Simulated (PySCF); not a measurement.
# Static response to an electric field

SiMe2, C2H6Si.
Cartesian coordinates in Å at the PBE0-D3(BJ)/def2-SVP level; atoms count from 1:
```
atom  x, y, z in Å
Si1   -0.0012    0.0092   -1.3083
C2     1.4348   -0.0122   -0.0509
H3     1.3754   -0.9275    0.5675
H4     1.3513    0.8366    0.6527
H5     2.4283    0.0207   -0.5218
C6    -1.4348    0.0108   -0.0479
H7    -1.3800    0.9262    0.5713
H8    -1.3448   -0.8379    0.6547
H9    -2.4289   -0.0259   -0.5172
```

Level: wB97X-D/def2-SVPD (PySCF), static field, nuclei fixed, core orbitals frozen in the response. The polarisability tensor in these axes (au):

```
x   66.54 -0.23 -0.01
y   -0.23 51.59 -0.06
z   -0.01 -0.06 60.58
```

**Question.** What are the eigenvalues, a third of the trace, and Δα (Δα² = ½Σ(αi − αj)² over the three pairs)?

**Answer.** Principal values 51.59, 60.58 and 66.55 au; mean 59.57 au = 8.83 Å³ = 9.82 × 10⁻⁴⁰ C²·m²/J; Δα = 13.04 au (22 % of the mean).

**Question.** What is the dipole moment, and where does it point?

**Answer.** (0.00, -0.01, 1.48) D, 1.48 D in size, pointing from the negative to the positive side. Measured along this direction, the outermost atoms are Si1 at the negative end and H8, H4, H3 and H7 at the positive end.

**Question.** Rayleigh depolarisation ratio (linearly polarised light, static tensor)?

**Answer.** ρ = 3Δα²/(45ᾱ² + 4Δα²) = 510.0/(159699 + 680.0) = 0.00318.

**Question.** Refractivity n − 1 of an ideal gas of it at 500 K and 1 atm, from the electronic α?

**Answer.** N = p/kT = 1.4678 × 10¹⁹ cm⁻³, so n − 1 = 2π × N × 8.83 × 10⁻²⁴ cm³ = 814 × 10⁻⁶ at long wavelengths, for an ideal gas.

**Question.** Orientational against electronic polarisability at 400 K (dilute gas, rigid molecules)?

**Answer.** In Gaussian units μ²/3kT = 13.15 Å³ against 8.83 Å³, a ratio of 1.49; the Debye molar polarisation (4π/3)N_A(α + μ²/3kT) is 55.4 cm³/mol, leaving out the vibrational part.

**Question.** What are the principal values of the traceless quadrupole moment, Θ = ½Σq(3rr − r²1), about the centre of nuclear charge?

**Answer.** -5.26, 0.89, 4.37 D·Å. The values depend on the origin, since the dipole doesn't vanish. The electronic extent ⟨r²⟩ about the same centre is 291 bohr², a root-mean-square distance of 1.60 Å for the 32 electrons.

**Question.** Estimate the molar refractivity from the static electronic polarisability.

**Answer.** Lorentz–Lorenz: R = (4π/3)N_A α = 2.5225 cm³/(mol·Å³) × 8.83 Å³ = 22.3 cm³/mol, in the limit of long wavelengths.

Isolated species at its PBE0-D3(BJ)/def2-SVP geometry, gas phase.

These values come from a run that also computed excited states and ΔSCF ions. Time: 14 s. Hardware: one thread of an Arm Neoverse V1, shared host.
